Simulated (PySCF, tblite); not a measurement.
# C3H3F3: changes of charge, part 2 of 2

tblite 0.8.0 and PySCF 2.14.0. Atoms count from 0. Earlier steps stand in the parts before.

## Step 11: Harmonic vibrations (C3H3F3+ (doublet), [CH2][CH+]C(F)(F)F): PBE0-D3(BJ)/ma-def2-SVP

What the job is given:

```
{"job": {"xc": "PBE0", "basis": "ma-def2-SVP", "d3": "d3bj", "grid": 2, "kind": "hessian"}, "charge": 1, "multiplicity": 2}
C     -1.241460     0.321599    -0.617408
C     -0.190205     0.494661     0.282472
C      1.005656    -0.463445     0.372807
F      0.898508    -1.439387    -0.503958
F      2.103412     0.223691     0.163010
F      0.985059    -0.952560     1.598988
H     -1.847041     1.181877    -0.941636
H     -1.480209    -0.671189    -1.029831
H     -0.179291     1.331501     0.999655
```

What it wrote:

```text
coarse grid: 8376 points
cycle   1  E = -414.3231651663  dE =  1.243e+00  |g| = 6.004e-01  |ddm| = 2.346e+00
cycle   2  E = -414.1792548629  dE =  1.439e-01  |g| = 9.184e-01  |ddm| = 1.355e+00
cycle   3  E = -414.4638711050  dE = -2.846e-01  |g| = 8.423e-02  |ddm| = 7.599e-01
cycle   4  E = -414.4660746517  dE = -2.204e-03  |g| = 3.106e-02  |ddm| = 8.747e-02
cycle   5  E = -414.4663993688  dE = -3.247e-04  |g| = 1.555e-02  |ddm| = 3.483e-02
cycle   6  E = -414.4664856062  dE = -8.624e-05  |g| = 2.448e-03  |ddm| = 1.301e-02
cycle   7  E = -414.4664913638  dE = -5.758e-06  |g| = 1.544e-03  |ddm| = 5.079e-03
final grid: 84552 points
cycle   8  E = -414.5201563229  dE = -2.161e-05  |g| = 3.811e-03  |ddm| = 1.753e-02
cycle   9  E = -414.5201525559  dE =  3.767e-06  |g| = 5.198e-03  |ddm| = 8.067e-03
cycle  10  E = -414.5201626621  dE = -1.011e-05  |g| = 4.857e-04  |ddm| = 4.412e-03
cycle  11  E = -414.5201627831  dE = -1.210e-07  |g| = 1.173e-04  |ddm| = 5.465e-04
cycle  12  E = -414.5201628011  dE = -1.801e-08  |g| = 7.213e-05  |ddm| = 2.657e-04
cycle  13  E = -414.5201628076  dE = -6.551e-09  |g| = 4.113e-05  |ddm| = 1.586e-04
cycle  14  E = -414.5201628098  dE = -2.170e-09  |g| = 1.582e-05  |ddm| = 1.130e-04
cycle  15  E = -414.5201628101  dE = -2.703e-10  |g| = 3.753e-06  |ddm| = 3.960e-05
cycle  16  E = -414.5201628101  dE = -1.955e-11  |g| = 1.822e-06  |ddm| = 1.142e-05
converged SCF energy = -414.5201628101

mode    cm-1
  1      38.4
  2     229.2
  3     278.5
  4     402.2
  5     439.1
  6     546.2
  7     553.7
  8     629.7
  9     798.4
 10     844.8
 11     985.7
 12    1032.8
 13    1192.9
 14    1246.2
 15    1256.1
 16    1319.5
 17    1375.1
 18    1499.1
 19    3113.3
 20    3164.7
 21    3237.0
ZPE 144.645  H(298)-E 162.995  G(298)-E 64.884 kJ/mol  S 329.07 J/(mol K)
```

Wall time 9.8 min (1 thread of Arm Neoverse N1, shared host); peak memory 2 GiB.

Zero-point energy 144.65 kJ/mol (xTB gave 130.96).

## Step 12: Single point (C₃H₃F₃): wB97X-D3(BJ)/ma-def2-TZVP

Geometry: PBE0-D3(BJ)/ma-def2-SVP, that of another charge or spin state.

Settings changed since step 11:

```diff
@@ -1,2 +1,2 @@
-{"job": {"xc": "PBE0", "basis": "ma-def2-SVP", "d3": "d3bj", "grid": 2, "kind": "hessian"}, "charge": 1, "multiplicity": 2}
+{"job": {"kind": "sp", "xc": "wB97X", "basis": "ma-def2-TZVP", "d3": "d3bj", "grid": 2}, "charge": 0, "multiplicity": 1}
 C     -1.241460     0.321599    -0.617408
```

What it wrote:

```text
coarse grid: 8376 points
cycle   1  E = -415.7103249160  dE =  1.003e+00  |g| = 9.500e-01  |ddm| = 2.182e+00
cycle   2  E = -415.7153590323  dE = -5.034e-03  |g| = 1.037e+00  |ddm| = 8.929e-01
cycle   3  E = -415.8652270472  dE = -1.499e-01  |g| = 5.563e-02  |ddm| = 4.136e-01
cycle   4  E = -415.8657638707  dE = -5.368e-04  |g| = 2.723e-02  |ddm| = 5.746e-02
cycle   5  E = -415.8659228337  dE = -1.590e-04  |g| = 7.868e-03  |ddm| = 2.434e-02
cycle   6  E = -415.8659376626  dE = -1.483e-05  |g| = 2.313e-03  |ddm| = 7.660e-03
cycle   7  E = -415.8659390156  dE = -1.353e-06  |g| = 4.883e-04  |ddm| = 2.648e-03
final grid: 84552 points
cycle   8  E = -415.8660578377  dE = -6.518e-05  |g| = 7.516e-03  |ddm| = 3.614e-02
cycle   9  E = -415.8660586288  dE = -7.911e-07  |g| = 6.974e-03  |ddm| = 5.624e-03
cycle  10  E = -415.8660644774  dE = -5.849e-06  |g| = 5.201e-04  |ddm| = 2.573e-03
cycle  11  E = -415.8660645213  dE = -4.396e-08  |g| = 1.730e-04  |ddm| = 4.084e-04
cycle  12  E = -415.8660645277  dE = -6.367e-09  |g| = 4.901e-05  |ddm| = 1.479e-04
converged SCF energy = -415.8660645277
```

Wall time 22 s (1 thread of Arm Neoverse N1, shared host); peak memory 0.7 GiB.

## Step 13: Single point (C3H3F3+ (doublet), [CH2][CH+]C(F)(F)F): wB97X-D3(BJ)/ma-def2-TZVP

Geometry: PBE0-D3(BJ)/ma-def2-SVP.

Settings changed since step 12:

```diff
@@ -1,2 +1,2 @@
-{"job": {"kind": "sp", "xc": "wB97X", "basis": "ma-def2-TZVP", "d3": "d3bj", "grid": 2}, "charge": 0, "multiplicity": 1}
+{"job": {"kind": "sp", "xc": "wB97X", "basis": "ma-def2-TZVP", "d3": "d3bj", "grid": 2}, "charge": 1, "multiplicity": 2}
 C     -1.241460     0.321599    -0.617408
```

What it wrote:

```text
final grid: 84552 points
cycle   1  E = -415.4713742926  dE = -3.540e-02  |g| = 1.744e-01  |ddm| = 4.054e-01
cycle   2  E = -415.4793061739  dE = -7.932e-03  |g| = 1.228e-01  |ddm| = 1.952e-01
cycle   3  E = -415.4850404318  dE = -5.734e-03  |g| = 2.418e-02  |ddm| = 7.558e-02
cycle   4  E = -415.4852107906  dE = -1.704e-04  |g| = 4.080e-03  |ddm| = 1.085e-02
cycle   5  E = -415.4852300352  dE = -1.924e-05  |g| = 1.672e-03  |ddm| = 5.825e-03
cycle   6  E = -415.4852335663  dE = -3.531e-06  |g| = 5.590e-04  |ddm| = 2.157e-03
cycle   7  E = -415.4852342232  dE = -6.569e-07  |g| = 3.287e-04  |ddm| = 1.125e-03
cycle   8  E = -415.4852343026  dE = -7.940e-08  |g| = 1.005e-04  |ddm| = 3.418e-04
cycle   9  E = -415.4852343193  dE = -1.666e-08  |g| = 3.397e-05  |ddm| = 1.845e-04
cycle  10  E = -415.4852343226  dE = -3.349e-09  |g| = 2.340e-05  |ddm| = 6.264e-05
converged SCF energy = -415.4852343226
```

Run time: 38 s. Hardware: 1 thread of Arm Neoverse N1, shared host; peak memory 0.81 GiB.

## Step 14: Single point (C3H3F3): wB97X-D3(BJ)/ma-def2-TZVP in acetonitrile

Geometry: PBE0-D3(BJ)/ma-def2-SVP.

What the job is given:

```
{"job": {"kind": "sp", "xc": "wB97X", "basis": "ma-def2-TZVP", "d3": "d3bj", "grid": 2, "solvent": "acetonitrile"}, "charge": 0, "multiplicity": 1}
C     -1.202762     0.320715    -0.626290
C     -0.206830     0.516267     0.232935
C      0.923700    -0.445870     0.415390
F      0.830308    -1.518724    -0.374645
F      2.102128     0.142904     0.156823
F      0.981279    -0.885003     1.682345
H     -2.007188     1.052687    -0.726276
H     -1.246103    -0.572107    -1.254844
H     -0.145208     1.402971     0.870304
```

What it wrote:

```text
final grid: 84552 points
cycle   1  E = -415.8946762700  dE = -4.467e-04  |g| = 1.073e-02  |ddm| = 1.233e-01
cycle   2  E = -415.8947180295  dE = -4.176e-05  |g| = 6.673e-03  |ddm| = 3.459e-02
cycle   3  E = -415.8947269571  dE = -8.928e-06  |g| = 2.539e-03  |ddm| = 7.195e-03
cycle   4  E = -415.8947294581  dE = -2.501e-06  |g| = 6.303e-04  |ddm| = 7.182e-03
cycle   5  E = -415.8947296020  dE = -1.440e-07  |g| = 2.249e-04  |ddm| = 1.190e-03
cycle   6  E = -415.8947296215  dE = -1.944e-08  |g| = 1.019e-04  |ddm| = 2.937e-04
cycle   7  E = -415.8947296260  dE = -4.537e-09  |g| = 2.499e-05  |ddm| = 2.009e-04
converged SCF energy = -415.8947296260
```

It took 19 s on 1 thread of Arm Neoverse N1, shared host; peak memory 0.8 GiB.

## Step 15: Single point (C3H3F3+ (doublet), [CH2][CH+]C(F)(F)F): wB97X-D3(BJ)/ma-def2-TZVP in acetonitrile

Geometry: PBE0-D3(BJ)/ma-def2-SVP.

What the job is given:

```
{"job": {"kind": "sp", "xc": "wB97X", "basis": "ma-def2-TZVP", "d3": "d3bj", "grid": 2, "solvent": "acetonitrile"}, "charge": 1, "multiplicity": 2}
C     -1.241460     0.321599    -0.617408
C     -0.190205     0.494661     0.282472
C      1.005656    -0.463445     0.372807
F      0.898508    -1.439387    -0.503958
F      2.103412     0.223691     0.163010
F      0.985059    -0.952560     1.598988
H     -1.847041     1.181877    -0.941636
H     -1.480209    -0.671189    -1.029831
H     -0.179291     1.331501     0.999655
```

What it wrote:

```text
final grid: 84552 points
cycle   1  E = -415.5930726671  dE = -2.162e-03  |g| = 2.156e-02  |ddm| = 1.627e-01
cycle   2  E = -415.5932853894  dE = -2.127e-04  |g| = 1.839e-02  |ddm| = 4.086e-02
cycle   3  E = -415.5933952756  dE = -1.099e-04  |g| = 4.089e-03  |ddm| = 9.899e-03
cycle   4  E = -415.5934231492  dE = -2.787e-05  |g| = 1.760e-03  |ddm| = 8.997e-03
cycle   5  E = -415.5934309802  dE = -7.831e-06  |g| = 8.714e-04  |ddm| = 3.581e-03
cycle   6  E = -415.5934335082  dE = -2.528e-06  |g| = 5.513e-04  |ddm| = 2.055e-03
cycle   7  E = -415.5934342235  dE = -7.153e-07  |g| = 2.101e-04  |ddm| = 1.312e-03
cycle   8  E = -415.5934343091  dE = -8.554e-08  |g| = 7.460e-05  |ddm| = 4.129e-04
cycle   9  E = -415.5934343278  dE = -1.869e-08  |g| = 3.660e-05  |ddm| = 1.799e-04
cycle  10  E = -415.5934343328  dE = -5.017e-09  |g| = 1.927e-05  |ddm| = 8.497e-05
converged SCF energy = -415.5934343328
```

Wall time 36 s (1 thread of Arm Neoverse N1, shared host); peak memory 0.81 GiB.

## Step 16: Single point (C3H3F3− (doublet)): wB97X-D3(BJ)/ma-def2-TZVP

Geometry: PBE0-D3(BJ)/ma-def2-SVP, that of another charge or spin state.

What the job is given:

```
{"job": {"kind": "sp", "xc": "wB97X", "basis": "ma-def2-TZVP", "d3": "d3bj", "grid": 2}, "charge": -1, "multiplicity": 2}
C     -1.202762     0.320715    -0.626290
C     -0.206830     0.516267     0.232935
C      0.923700    -0.445870     0.415390
F      0.830308    -1.518724    -0.374645
F      2.102128     0.142904     0.156823
F      0.981279    -0.885003     1.682345
H     -2.007188     1.052687    -0.726276
H     -1.246103    -0.572107    -1.254844
H     -0.145208     1.402971     0.870304
```

What it wrote:

```text
final grid: 84552 points
cycle   1  E = -415.8527179255  dE = -1.599e-03  |g| = 2.289e-02  |ddm| = 3.358e+01
cycle   2  E = -415.8529551972  dE = -2.373e-04  |g| = 2.044e-02  |ddm| = 6.790e+00
cycle   3  E = -415.8531902859  dE = -2.351e-04  |g| = 3.998e-03  |ddm| = 4.686e+00
cycle   4  E = -415.8532705333  dE = -8.025e-05  |g| = 2.761e-03  |ddm| = 4.426e+00
cycle   5  E = -415.8533720573  dE = -1.015e-04  |g| = 2.137e-03  |ddm| = 7.155e+00
cycle   6  E = -415.8534604325  dE = -8.838e-05  |g| = 1.350e-03  |ddm| = 9.792e+00
cycle   7  E = -415.8535088184  dE = -4.839e-05  |g| = 7.327e-04  |ddm| = 1.158e+01
cycle   8  E = -415.8535187825  dE = -9.964e-06  |g| = 3.678e-04  |ddm| = 6.801e+00
cycle   9  E = -415.8535209640  dE = -2.182e-06  |g| = 2.334e-04  |ddm| = 2.935e+00
cycle  10  E = -415.8535218541  dE = -8.901e-07  |g| = 1.729e-04  |ddm| = 1.503e+00
cycle  11  E = -415.8535223490  dE = -4.949e-07  |g| = 1.302e-04  |ddm| = 1.032e+00
cycle  12  E = -415.8535226346  dE = -2.857e-07  |g| = 9.528e-05  |ddm| = 7.015e-01
cycle  13  E = -415.8535228891  dE = -2.544e-07  |g| = 6.596e-05  |ddm| = 6.216e-01
cycle  14  E = -415.8535230190  dE = -1.299e-07  |g| = 3.481e-05  |ddm| = 3.530e-01
cycle  15  E = -415.8535230390  dE = -2.001e-08  |g| = 1.609e-05  |ddm| = 1.321e-01
cycle  16  E = -415.8535230429  dE = -3.894e-09  |g| = 1.091e-05  |ddm| = 5.643e-02
converged SCF energy = -415.8535230429
```

Wall time 50 s (1 thread of Arm Neoverse N1, shared host); peak memory 0.79 GiB.

## Step 17: Single point (C₃H₃F₃− (doublet)): wB97X-D3(BJ)/ma-def2-TZVP in acetonitrile

Geometry: PBE0-D3(BJ)/ma-def2-SVP, that of another charge or spin state.

Settings changed since step 16:

```diff
@@ -1,2 +1,2 @@
-{"job": {"kind": "sp", "xc": "wB97X", "basis": "ma-def2-TZVP", "d3": "d3bj", "grid": 2}, "charge": -1, "multiplicity": 2}
+{"job": {"kind": "sp", "xc": "wB97X", "basis": "ma-def2-TZVP", "d3": "d3bj", "grid": 2, "solvent": "acetonitrile"}, "charge": -1, "multiplicity": 2}
 C     -1.202762     0.320715    -0.626290
```

What it wrote (excerpt; [...] marks lines left out):

```text
final grid: 84552 points
cycle   1  E = -415.9004815163  dE = -2.391e-03  |g| = 1.529e-02  |ddm| = 1.007e+02
cycle   2  E = -415.9014242188  dE = -9.427e-04  |g| = 1.170e-02  |ddm| = 5.421e+01
cycle   3  E = -415.9018240446  dE = -3.998e-04  |g| = 7.286e-03  |ddm| = 1.900e+01
cycle   4  E = -415.9025509798  dE = -7.269e-04  |g| = 5.321e-03  |ddm| = 3.711e+01
cycle   5  E = -415.9029463827  dE = -3.954e-04  |g| = 4.536e-03  |ddm| = 1.312e+01
cycle   6  E = -415.9033597620  dE = -4.134e-04  |g| = 3.679e-03  |ddm| = 5.397e+00
cycle   7  E = -415.9036823093  dE = -3.225e-04  |g| = 2.724e-03  |ddm| = 4.294e+00
cycle   8  E = -415.9038789258  dE = -1.966e-04  |g| = 1.491e-03  |ddm| = 1.229e+01
cycle   9  E = -415.9039143546  dE = -3.543e-05  |g| = 8.669e-04  |ddm| = 7.465e+00
cycle  10  E = -415.9039248296  dE = -1.047e-05  |g| = 7.482e-04  |ddm| = 2.897e+00
[... 22 cycles left out ...]
cycle  33  E = -415.9039208224  dE = -1.074e-07  |g| = 6.503e-05  |ddm| = 2.796e-01
cycle  34  E = -415.9039207718  dE =  5.060e-08  |g| = 6.431e-05  |ddm| = 1.091e-01
cycle  35  E = -415.9039207421  dE =  2.963e-08  |g| = 6.081e-05  |ddm| = 3.127e-02
cycle  36  E = -415.9039209002  dE = -1.581e-07  |g| = 5.039e-05  |ddm| = 6.983e-01
cycle  37  E = -415.9039211057  dE = -2.055e-07  |g| = 3.586e-05  |ddm| = 9.821e-01
cycle  38  E = -415.9039212654  dE = -1.598e-07  |g| = 2.419e-05  |ddm| = 1.027e+00
cycle  39  E = -415.9039213114  dE = -4.592e-08  |g| = 1.986e-05  |ddm| = 4.190e-01
cycle  40  E = -415.9039213428  dE = -3.144e-08  |g| = 1.470e-05  |ddm| = 4.280e-01
cycle  41  E = -415.9039213542  dE = -1.140e-08  |g| = 1.038e-05  |ddm| = 2.161e-01
cycle  42  E = -415.9039213593  dE = -5.079e-09  |g| = 7.559e-06  |ddm| = 1.369e-01
converged SCF energy = -415.9039213593
```

Wall time 2.2 min (1 thread of Arm Neoverse N1, shared host); peak memory 0.79 GiB.

## Step 18: Changes of charge: wB97X-D3(BJ)/ma-def2-TZVP

This step combines the energies above: geometries from PBE0-D3(BJ)/ma-def2-SVP, zero-point and thermal terms from PBE0-D3(BJ)/ma-def2-SVP.

Settings changed since step 17:

```diff
@@ -1,2 +1,2 @@
-{"job": {"kind": "sp", "xc": "wB97X", "basis": "ma-def2-TZVP", "d3": "d3bj", "grid": 2, "solvent": "acetonitrile"}, "charge": -1, "multiplicity": 2}
+{"job": {"kind": "rx", "dirs": [1, -1], "geom": {"xc": "PBE0", "basis": "ma-def2-SVP", "d3": "d3bj", "grid": 1}, "hess": 1, "level": {"xc": "wB97X", "basis": "ma-def2-TZVP", "d3": "d3bj", "solvents": ["acetonitrile"]}}, "charge": 0, "multiplicity": 1}
 C     -1.202762     0.320715    -0.626290
```

Output (the driver's rows laid out field by field):

```text
ionisation and electron attachment, wB97X-D3(BJ)/ma-def2-TZVP // PBE0-D3(BJ)/ma-def2-SVP

row 1
  change                  oxidation
  charge                  1
  multiplicity            2
  vertical_ev             11.3055
  vertical_s2             0.752
  formula                 C3H3F3
  smiles                  [CH2][CH+]C(F)(F)F
  kept                    yes
  pieces                  1
  point_group             C1
  adiabatic_electronic_ev 11.0189
  adiabatic_ev            10.949
  free_energy_ev          10.9188
  s2                      0.754
  bonds_moved             0 1 1.33 1.395; 1 2 1.496 1.535; 2 4 1.342 1.312; 2 5 1.342 1.32
  spin_on                 0 C 0.494; 1 C 0.474
  charge_moved            1 C 0.268; 0 C 0.26; 6 H 0.093; 7 H 0.091
  vertical_back_ev        10.3629
  relaxation_parent_ev    0.6559
  relaxation_ion_ev       0.2867
  reorganisation_ev       0.9426
  solution                solvent acetonitrile, absolute_potential_v 8.0986, solvation_parent_kj -11.97, solvation_ion_kj -284.08

row 2
  change                  reduction
  charge                  -1
  multiplicity            2
  vertical_ev             -0.9972
  vertical_s2             0.75
  unbound                 yes
```

Run time: 23 min. Hardware: 1 thread of Arm Neoverse N1, shared host; peak memory 0.79 GiB.

Energy taken up on oxidation, or given off on reduction (eV; adiabatic with zero-point energy):

```
                    change             product  vertical  adiabatic  free energy  reorganisation  ⟨S²⟩
oxidation (multiplicity 2)  [CH2][CH+]C(F)(F)F     11.31      10.95        10.92            0.94  0.75
reduction (multiplicity 2)                   –     -1.00          –            –               –     –
```

On oxidation to multiplicity 2 charge changes most on C1 (+0.27 e), C0 (+0.26 e), H6 (+0.09 e); the spin sits on C0 (0.49), C1 (0.47); the bond C0–C1 goes from 1.330 to 1.395 Å; the absolute potential is 8.10 V in acetonitrile.

## Step 19: Results

What follows sums up all 2 parts.

| quantity | value |
| --- | --- |
| strongest single infrared mode (GFN2-xTB) | 1042 cm⁻¹, 385 km/mol |
| zero-point energy (GFN2-xTB) | 34.2 kcal/mol |
| point group | Cs |
| rotational constants (main isotopes) | 5.46, 2.94, 2.87 GHz |
| ionisation energy (wB97X-D3(BJ)/ma-def2-TZVP) | vertical 11.31 eV, adiabatic 10.95 eV |
| electron affinity (wB97X-D3(BJ)/ma-def2-TZVP) | vertical -1.00 eV (unbound: the value hangs on the basis) |

What this shows: All 21 modes are real, so the xTB geometry is a minimum. The strongest single mode, at 1042 cm⁻¹, moves mainly C2. Unscaled tight-binding wavenumbers are off by several per cent, some by more. Its intensities can rank the bands wrongly. Over 12 steps the energy fell by 0.025 eV; of the close pairs, C0–H6 changed most, 1.076 to 1.092 Å (PBE0/ma-def2-SVP). At wB97X-D3(BJ)/ma-def2-TZVP, relaxation with the zero-point term after oxidation moves the energy taken up from 11.31 eV (vertical) to 10.95 eV (adiabatic, with zero-point energy).
